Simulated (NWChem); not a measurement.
# PH3 (phosphine): levels of theory compared

Wanted: a comparison of 6 runs (HF/cc-pVDZ, HF/aug-cc-pVTZ, PBE/6-31G*, PBE0/def2-SVP, PBE/def2-SVP, MP2/def2-SVP) of PH3 (phosphine). 

The calculation is run with NWChem 7.3.0.

1 further run of the same task is left out (set aside as unsound or not needed).

## 1. Starting point

PH3 has 4 atoms, charge 0, and is taken as a singlet. SMILES: `P`. The coordinates come from a PBE0-D4/def2-TZVP relaxation.

Bond lengths: P1–H2 1.420 Å, P1–H3 1.420 Å, P1–H4 1.420 Å. Angles: H2–P1–H3 93.1°, H2–P1–H4 93.1°, H3–P1–H4 93.1°.

## 2. Energy and forces at HF/cc-pVDZ (run 1)

calc.nw reads:

```
start calc
title "H3P"
memory stack 880 mb heap 220 mb global 1100 mb

geometry units angstroms noautosym nocenter noautoz
  P        0.346000      -0.326500      -0.332800
  H        0.630900      -0.034000       1.027000
  H       -1.005500      -0.663000      -0.057200
  H        0.028700       1.023500      -0.636900
end

basis spherical bse
  * library cc-pVDZ
end

scf
  nopen 0
  rhf
  thresh 1e-08
  maxiter 80
  noprint "final vectors analysis"
end

task scf gradient
```

On the command line:

```bash
$ nwchem calc.nw > calc.out
```

The program printed:

```text
[...]
  functions       =    33
[...]
  wavefunction    = RHF
[...]
         Total SCF energy =   -342.470309232887
      One-electron energy =   -508.276634635548
      Two-electron energy =    148.263702290362
 Nuclear repulsion energy =     17.542623112300
        Time for solution =      2.6s
[...]
                         RHF ENERGY GRADIENTS
    atom               coordinates                        gradient
                 x          y          z           x          y          z
   1 P       0.653845  -0.616996  -0.628901    0.004689  -0.004412  -0.004536
   2 H       1.192228  -0.064251   1.940749   -0.002741   0.001698   0.000081
   3 H      -1.900119  -1.252888  -0.108092   -0.000169   0.002677   0.001781
   4 H       0.054235   1.934135  -1.203566   -0.001779   0.000037   0.002674
[...]
```

Run time: 3.9 s. Hardware: 1 thread of Intel Xeon 6975P-C (Granite Rapids), shared host; peak memory 0.096 GiB.

## 3. Energy and gradient at HF/aug-cc-pVTZ (run 2)

h3p.xyz reads:

```xyz
4
H3P
P      0.346000    -0.326500    -0.332800
H      0.630900    -0.034000     1.027000
H     -1.005500    -0.663000    -0.057200
H      0.028700     1.023500    -0.636900
```

h3p.nw reads:

```
start h3p
title "H3P"
memory 2200 mb
charge 0

geometry units angstroms noautosym nocenter noautoz
   load h3p.xyz
end

basis spherical bse
   * library aug-cc-pVTZ
end

scf
   nopen 0
   rhf
   thresh 1e-08
   maxiter 80
end

task scf gradient
```

On the command line:

```bash
$ nwchem h3p.nw > h3p.out
```

The program printed:

```text
[...]
  functions       =   119
[...]
  wavefunction    = RHF
[...]
         Total SCF energy =   -342.487591850176
      One-electron energy =   -508.326189656485
      Two-electron energy =    148.295974694009
 Nuclear repulsion energy =     17.542623112300
        Time for solution =     26.7s
[...]
                         RHF ENERGY GRADIENTS
    atom               coordinates                        gradient
                 x          y          z           x          y          z
   1 P       0.653845  -0.616996  -0.628901    0.009441  -0.008897  -0.009107
   2 H       1.192228  -0.064251   1.940749   -0.002055   0.002758   0.004391
   3 H      -1.900119  -1.252888  -0.108092   -0.004461   0.001824   0.002793
   4 H       0.054235   1.934135  -1.203566   -0.002925   0.004315   0.001923
[...]
```

Run time: 37 s. Hardware: 1 thread of Intel Xeon 6975P-C (Granite Rapids), shared host; peak memory 0.11 GiB.

Runs 3 to 5 aren't shown in full; the table further down has their settings and results.

## 4. Energy and gradient at MP2/def2-SVP (run 6)

run.py reads:

```python
from ase import Atoms
from ase.calculators.nwchem import NWChem

molecule = Atoms('PHHH', positions=[
    [0.346000, -0.326500, -0.332800],
    [0.630900, -0.034000, 1.027000],
    [-1.005500, -0.663000, -0.057200],
    [0.028700, 1.023500, -0.636900],
])

calc = NWChem(
    label='struct',
    theory='mp2',
    memory='2200 mb',
    basis='def2-SVP',
    basispar='spherical bse',
    scf={'nopen': '0', 'rhf': None, 'thresh': '1e-08', 'maxiter': '80'},
    mp2={'freeze': 'core 5', 'tight': None},
)
molecule.calc = calc

forces = molecule.get_forces()
print(f"energy = {molecule.get_potential_energy():.6f} eV")
print("forces (eV/A):")
for s, f in zip(molecule.symbols, forces):
    print(f"{s:2s} {f[0]:10.5f} {f[1]:10.5f} {f[2]:10.5f}")
```

On the command line:

```bash
$ export ASE_NWCHEM_COMMAND="nwchem PREFIX.nwi > PREFIX.nwo"
$ python run.py
```

The program printed:

```text
energy = -9319.805431 eV
forces (eV/A):
P    -0.13143    0.12341    0.12773
H     0.02026   -0.03672   -0.07220
H     0.07240   -0.01625   -0.03738
H     0.03877   -0.07045   -0.01815
```

The calculator wrote struct.nwi:

```
title "struct"

permanent_dir struct

scratch_dir struct

start struct

geometry units angstrom nocenter noautosym noautoz
  P  3.4599999999999997e-01 -3.2650000000000001e-01 -3.3279999999999998e-01
  H  6.3090000000000002e-01 -3.4000000000000002e-02 1.0269999999999999e+00
  H  -1.0055000000000001e+00 -6.6300000000000003e-01 -5.7200000000000001e-02
  H  2.8700000000000000e-02 1.0235000000000001e+00 -6.3690000000000002e-01
end

memory 2200 mb

basis spherical bse noprint
   * library def2-SVP
end

scf
  nopen 0
  rhf
  thresh 1e-08
  maxiter 80
end
mp2
  freeze core 5
  tight
end

task mp2 gradient
```

struct.nwo:

```text
Northwest Computational Chemistry Package (NWChem) 7.3.0
             --------------------------------------------------------

           Job information
           ---------------

    nwchem branch   = 7.3.0
    use scalapack   = T
    input           = struct.nwi
    prefix          = struct.
    data base       = struct/struct.db
    status          = startup
    nproc           =        1

           Memory information
           ------------------

    heap     =     72089596 doubles =      550.0 Mbytes
    stack    =     72089601 doubles =      550.0 Mbytes
    global   =    144179200 doubles =     1100.0 Mbytes (distinct from heap & stack)
    total    =    288358397 doubles =     2200.0 Mbytes
    verify   = yes
    hardfail = no

[... 109 lines left out ...]
 1-e energy   =    -507.342178
[... 9 lines left out ...]
 Convergence threshold     :          1.000E-08
[... 15 lines left out ...]
         Total SCF energy =   -342.363504304927
[... 2 lines left out ...]
 Nuclear repulsion energy =     17.542623112300
[... 283 lines left out ...]
 CPHF converged to   4.3D-07 in    8 iters
[... 48 lines left out ...]
  MP2 natural orbitals output to struct/struct.mp2nos
[... 1 line left out ...]
                         mp2 ENERGY GRADIENTS

    atom               coordinates                        gradient
                 x          y          z           x          y          z
   1 P       0.653845  -0.616996  -0.628901    0.002556  -0.002400  -0.002484
   2 H       1.192228  -0.064251   1.940749   -0.000394   0.000714   0.001404
   3 H      -1.900119  -1.252888  -0.108092   -0.001408   0.000316   0.000727
   4 H       0.054235   1.934135  -1.203566   -0.000754   0.001370   0.000353

                 ----------------------------------------
                 |  Time  |  1-e(secs)   |  2-e(secs)   |
                 ----------------------------------------
                 |  CPU   |       0.00   |       0.07   |
                 ----------------------------------------
                 |  WALL  |       0.00   |       0.07   |
                 ----------------------------------------
 -----------------------
 Task  times  cpu:        1.2s     wall:        1.2s
 Total times  cpu:        1.2s     wall:        1.2s
```

It took 2.1 s on 1 thread of Intel Xeon 6975P-C (Granite Rapids), shared host; peak memory 0.1 GiB.

## 5. All runs side by side

| run | level | iteration cap | module | energy (Eh) | dipole moment (D) | largest force (eV/Å) | wall time |
| --- | --- | --- | --- | --- | --- | --- | --- |
| 1 | HF/cc-pVDZ | 80 | scf | -342.470309 | 0.72 | 0.405 | 3.9 s |
| 2 | HF/aug-cc-pVTZ | 80 | scf | -342.487592 | 0.67 | 0.815 | 37 s |
| 3 | PBE/6-31G* (spherical functions) | 100 | dft | -342.944466 | – | 0.597 | 3.6 s |
| 4 | PBE0/def2-SVP | 100 | dft | -342.895978 | – | 0.306 | 3.6 s |
| 5 | PBE/def2-SVP | 100 | dft | -342.860880 | 0.91 | 0.813 | 3.6 s |
| 6 | MP2/def2-SVP | 80 | mp2 | -342.496535 | 0.81 | 0.221 | 2.1 s |

## 6. Results

| quantity | value |
| --- | --- |
| run 6: total energy | -342.49654 Eh |
| run 6: dipole moment (of the density that the program reports) | 0.81 D |
| run 6: HOMO energy (Hartree–Fock orbitals) | -10.55 eV |
| run 6: LUMO energy (Hartree–Fock orbitals) | 4.88 eV |
| run 6: HOMO–LUMO gap (Hartree–Fock orbitals) | 15.43 eV |
| run 6: correlation energy (5 core orbitals frozen) | -133.0 mEh |
| run 6: largest force on an atom | 0.221 eV/Å |

In words: Over runs 1, 2, 5, 6 the dipole moment (its size) runs from 0.67 D (HF/aug-cc-pVTZ) to 0.91 D (PBE/def2-SVP). The two ends differ in method and basis. Totals of different functionals can't be ranked against each other. All runs together took 54 s, the longest 37 s.
